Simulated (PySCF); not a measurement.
F₃N. Atoms are numbered in the order given.

```xyz
4

F     -1.0709     0.6183    -0.1252
N      0.0000     0.0000     0.4827
F      0.0000    -1.2366    -0.1252
F      1.0709     0.6183    -0.1252
```

Geometry optimised at B3LYP-D3(BJ)/def2-TZVP.

Calculation: r2SCAN/def2-TZVPD in PySCF.

Isolated molecule, no solvent.

```
Property                                                                                                       Result
---------------------------------------------------------------------------------------------  ----------------------
total energy                                                                                       -354.10681 hartree
point group                                                                                                       C3v
highest occupied level                                                                                       -8.98 eV
lowest empty level                                                                                           -0.96 eV
orbital gap                                                                                                   8.02 eV
dipole moment                                                                                                  0.19 D
quadrupole, principal values (traceless, Buckingham form, about the centre of nuclear charge)  -0.01, -0.01, 0.01 D·Å
mean static polarisability                                                                       19.1 bohr³ (2.83 Å³)
polarisability, principal values                                                               15.1, 21.1, 21.1 bohr³
```
